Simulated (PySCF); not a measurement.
Level of theory: B3LYP-D3(BJ)/def2-TZVP // PBE0-D4/def2-TZVP in PySCF 2.14.0. All species are isolated molecules in the gas phase. B3LYP has the VWN-RPA correlation part, as in Gaussian. 

Reference species (SMILES): `[CH2]C` (neutral, multiplicity 2).

| Item | Result |
|---|---|
| highest occupied spin orbital | -5.60 eV |

Changed species: `C[C]=O` (radical fragment; the reference has radical fragment).

Question: What does the change do to the highest occupied spin orbital?

Answer: the highest occupied spin orbital increases by 0.10 eV, to -5.50 eV.
